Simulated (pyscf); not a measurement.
Concerted two-bond exchange: `[SH2]` + `[Cl][Ge][Cl]` [singlet] -> `[S]=[Ge]([Cl])[Cl]` + `[H][H]`

Gas phase, singlet surface, charge 0. Bonds broken: S1–H2, S1–H3. Bonds formed: S1–Ge5, H2–H3. Single points on ωB97X-D3(BJ)/def2-SVP structures (PySCF, gas phase).

Transition state (Å):

```xyz
6

S      0.5296     1.5221     0.0552
H      1.8464     1.6310    -0.9569
H      2.1791     1.4886    -0.1676
Cl    -1.5827    -1.1059    -1.3984
Ge    -1.0893    -0.0641     0.4430
Cl    -0.2974    -1.6779     1.6630
```

One imaginary mode, 977i cm⁻¹; descent along it reached the two sides named, in the forms told below.

```json
[
 {"bond": "S1–H2", "change": "breaks", "reactant side (Å)": "1.348", "saddle": "1.664", "product side": "3.7"},
 {"bond": "S1–H3", "change": "breaks", "reactant side (Å)": "1.348", "saddle": "1.665", "product side": "3.9"},
 {"bond": "S1–Ge5", "change": "forms", "reactant side (Å)": "2.8", "saddle": "2.299", "product side": "1.998"},
 {"bond": "H2–H3", "change": "forms", "reactant side (Å)": "1.957", "saddle": "0.868", "product side": "0.762"}
]
```

Electronic energies relative to the separated reactants (eV):

```json
[
 {"level": "ωB97X-D3(BJ)/def2-TZVP", "barrier": "2.33", "reaction energy": "+0.32", "reverse barrier": "2.01"},
 {"level": "PBE/def2-TZVP", "barrier": "1.88", "reaction energy": "+0.45", "reverse barrier": "1.43"},
 {"level": "r²SCAN/def2-TZVP", "barrier": "1.97", "reaction energy": "+0.29", "reverse barrier": "1.69"},
 {"level": "B3LYP-D3(BJ)/def2-TZVP", "barrier": "2.15", "reaction energy": "+0.53", "reverse barrier": "1.63"},
 {"level": "PBE0-D3(BJ)/def2-TZVP", "barrier": "2.06", "reaction energy": "+0.39", "reverse barrier": "1.67"},
 {"level": "M06-2X/def2-TZVP", "barrier": "2.24", "reaction energy": "+0.27", "reverse barrier": "1.97"},
 {"level": "ωB97M-D3(BJ)/def2-TZVP", "barrier": "2.43", "reaction energy": "+0.59", "reverse barrier": "1.84"},
 {"level": "HF/def2-TZVP", "barrier": "3.14", "reaction energy": "+0.64", "reverse barrier": "2.50"}
]
```

With ωB97M-D3(BJ)/def2-TZVP energies and thermal terms (ideal gas, 1 atm, RRHO with modes under 100 cm⁻¹ raised to 100, one conformer, R ln 2 for chiral ones without a mode under 150 cm⁻¹), in eV:

```tsv
T (K)	ΔH‡	ΔG‡	ΔH	ΔG
298	2.36	2.80	+0.53	+0.66
600	2.40	3.23	+0.58	+0.77
900	2.44	3.63	+0.61	+0.86
1200	2.47	4.03	+0.64	+0.94
```

On the reactant side the descent ends in a bound adduct, 0.52 eV under the separated species and 2.84 eV under the saddle at ωB97X-D3(BJ)/def2-TZVP. The same reactants have a lower exit, to HS–Ge:–Cl [singlet] + HCl (barrier +0.39 eV at ωB97M-D3(BJ)/def2-TZVP, against +2.43 eV here). One saddle was located; it need not be the lowest between these sides. Elements up to Kr have no core potential and no relativistic terms here.
